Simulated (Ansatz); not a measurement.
# SiH− (singlet): wave-function methods side by side at distance Si1–H2 = 2.843 Å, aug-cc-pVDZ

One table from this session's results is given with a row withheld; the runs are named, their logs left out.

The runs use Ansatz 0.2.0, Gaussian basis; aug-cc-pVDZ, core rule «outside noble gas», up to 5 orbitals frozen.

The runs, in order: UHF; CCSD(T) on RHF; CCSD(T) on UHF; BCCD(T) on RHF; CISD; CCSDT(Q) on RHF; CCSDT(Q) on UHF; CASSCF and MRCISD+Q, 2 electrons in 2 orbitals; CASSCF and NEVPT2, 2 electrons in 2 orbitals; CASSCF and MRCISD+Q, 6 electrons in 5 orbitals; CASSCF and NEVPT4(SD), 6 electrons in 5 orbitals; CASSCF and NEVPT2, 6 electrons in 5 orbitals; Full CI.

27 further runs of the same task are left out: 8 for a known fault of the program, 13 that didn't finish, 6 set aside as unsound or not needed. Runs told in other sessions of the task aren't counted.

**What is computed**

The geometry derives from a PBE0/def2-TZVPD stationary point (not a proven minimum). One bond is set to the value named and the two fragments are kept rigid.

2 atoms, charge -1, spin multiplicity 1.

Atoms are counted from 1 here; the program's logs count them from 0.

No contacts short enough for the rule that draws bonds.

The first run:

The input, in.yaml:

```yaml
crystal:
  periodic: [false, false, false]
  atoms:
    - {symbol: Si, position_ang: [0.000000, 0.000000, 0.000000]}
    - {symbol: H, position_ang: [0.000000, 0.000000, 2.843000]}
basis:
  gaussian: {orbitals: aug-cc-pVDZ}
total_charge: -1
magnetization: {spin_polarized: true, initial_magnetization: 0}
hamiltonian: {xc: hf}
output: {orbitals: {seedname: orbitals}}
```

Run with:

```bash
ansatz run in.yaml --threads 1 --pin off --events-out ev --progress --plain --max-ram 2393MiB
```

Steps of the session up to this table: UHF; CCSD(T) on RHF; CCSD(T) on UHF; BCCD(T) on RHF; CISD; CCSDT(Q) on RHF; CCSDT(Q) on UHF; CASSCF and MRCISD+Q, 2 electrons in 2 orbitals; CASSCF and NEVPT2, 2 electrons in 2 orbitals; CASSCF and MRCISD+Q, 6 electrons in 5 orbitals; CASSCF and NEVPT4(SD), 6 electrons in 5 orbitals; CASSCF and NEVPT2, 6 electrons in 5 orbitals; Full CI.

One of the session's tables, all rows but one given; the rest of the session is left out.

| method | from FCI (kJ/mol) |
| --- | --- |
| RHF | +384.4 |
| RMP2 | +138.1 |
| CISD | +68.2 |
| RCCSD | +38.3 |
| RCCSD(T) | +18.7 |
| BCCD(T) | +19.1 |
| RCCSDT | +3.9 |
| RCCSDT(Q) | -0.8 |
| CASSCF valence | +258.1 |
| NEVPT2 valence | ? |
| NEVPT4(SD) valence | +11.2 |
| MRCISD valence | +19.9 |
| MRCISD+Q valence | -2.1 |
| FCI | 0 |

Q: Estimate the row for NEVPT2 valence from the others.

**Answer.** from FCI (kJ/mol): +80.3. In the column «from FCI (kJ/mol)» it lies between CISD (+68.2) and RMP2 (+138.1).

Left out of the table: CASSCF pair, NEVPT2 pair, MRCISD pair, MRCISD+Q pair (the active space lost an orbital or holds another state than full CI finds).

Limits of these values: The report flags that the cluster equations may have other roots. Left out of the table: UHF, UMP2, UCCSD, UCCSD(T), UCCSDT, UCCSDT(Q) (another determinant or state than the rows shown). The program flags RCCSDT(Q) as in doubt, so those rows may rest on another solution. RCCSDT(Q), MRCISD+Q valence fall below full CI, which methods that aren't variational can do. Warnings in the runs' records: passed over end.
